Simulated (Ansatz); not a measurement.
# C₂H₃NS: taking an electron away

One table from this session's results is given with a row withheld; the runs are named, their logs left out.

Method: unrestricted cation, the program's frozen cores in correlated methods; program: Ansatz 0.2.0, Gaussian basis.

Levels to be run: UKS PBE-D4/def2-TZVPP; UKS r2SCAN-D4/def2-TZVPP; UKS PBE0-D4/def2-TZVPP; UKS B3LYP-D4/def2-TZVPP; UKS wB97X-V/def2-TZVPP; UKS wB97M-V/def2-TZVPP; UKS B2PLYP/def2-TZVPP; UHF-CCSD(T)/def2-TZVPP; UHF-MP2/def2-QZVPP; extrapolation to the limit; then −ε(HOMO) from the neutral's earlier runs with LDA (SPW92), PBE-D4, revPBE-D4, BLYP-D4, r2SCAN-D4, B97M-V, PBE0-D4, B3LYP-D4, r2SCANh-D4, r2SCAN0-D4, HSE06-D4, BHLYP-D4, CAM-B3LYP-D4, LC-ωPBE, ωB97X-V, ωB97M-V.

## The geometry

An earlier PBE0-D4 in a triple-zeta def2 set relaxation fixed the geometry.

SMILES `NC=C=S`, 7 atoms, charge 0, spin multiplicity 1.

Atoms are counted from 1 here; the program's logs count them from 0.

Bond lengths: N1–C2 1.407 Å, N1–H5 1.010 Å, N1–H6 1.011 Å, C2–C3 1.311 Å, C2–H7 1.086 Å, C3–S4 1.558 Å. Angles: C2–N1–H5 112.6°, C2–N1–H6 112.1°, H5–N1–H6 109.4°, N1–C2–C3 126.2°, N1–C2–H7 116.3°, C3–C2–H7 117.3°, C2–C3–S4 178.0°.

The first run:

The input, in.yaml:

```yaml
crystal:
  periodic: [false, false, false]
  atoms:
    - {symbol: N, position_ang: [-0.047128, 1.161230, -0.168964]}
    - {symbol: C, position_ang: [0.341509, -0.088129, 0.347681]}
    - {symbol: C, position_ang: [0.093711, -1.258859, -0.187888]}
    - {symbol: S, position_ang: [-0.157271, -2.643758, -0.855844]}
    - {symbol: H, position_ang: [-0.682005, 1.077634, -0.950186]}
    - {symbol: H, position_ang: [-0.461977, 1.752550, 0.539046]}
    - {symbol: H, position_ang: [0.974460, -0.068466, 1.230355]}
basis:
  gaussian: {orbitals: def2-TZVPP}
total_charge: 1
magnetization: {spin_polarized: true, initial_magnetization: 1}
hamiltonian: {xc: pbe, dispersion: d4}
```

On the command line:

```sh
$ ansatz run in.yaml --threads 2 --pin off --events-out ev --progress --plain --max-ram 4352MiB
```

Steps of the session up to this table: Cation, UKS PBE-D4/def2-TZVPP; Cation, UKS r2SCAN-D4/def2-TZVPP; Cation, UKS PBE0-D4/def2-TZVPP; Cation, UKS B3LYP-D4/def2-TZVPP; Cation, UKS wB97X-V/def2-TZVPP; Cation, UKS wB97M-V/def2-TZVPP; Cation, UKS B2PLYP (frozen core)/def2-TZVPP; Cation, UHF-CCSD(T)/def2-TZVPP; Cation, UHF-MP2/def2-QZVPP.

One table of the session follows, with a row left open; its other results are not shown here.

Orbital estimates, from the neutral's runs:

```
  functional  −ε(HOMO) (eV)
 LDA (SPW92)           4.64
      PBE-D4           4.50
   revPBE-D4           4.44
     BLYP-D4              ?
   r2SCAN-D4           4.68
      B97M-V           4.73
     PBE0-D4           5.60
    B3LYP-D4           5.40
  r2SCANh-D4           5.09
  r2SCAN0-D4           5.72
    HSE06-D4           5.21
    BHLYP-D4           6.58
CAM-B3LYP-D4           6.84
     LC-ωPBE           8.12
     ωB97X-V           7.78
     ωB97M-V           7.64
```

**Question.** Estimate the row for BLYP-D4.

Worked estimate for «−ε(HOMO) (eV)». Against the share of exact exchange, B3LYP-D4 (0.2, 5.40), BHLYP-D4 (0.5, 6.58) give a slope of 3.93 per unit share; at 0 the line stands at 4.61.

**Answer.** −ε(HOMO) (eV): 4.36. In «−ε(HOMO) (eV)» the line misses by +0.25.
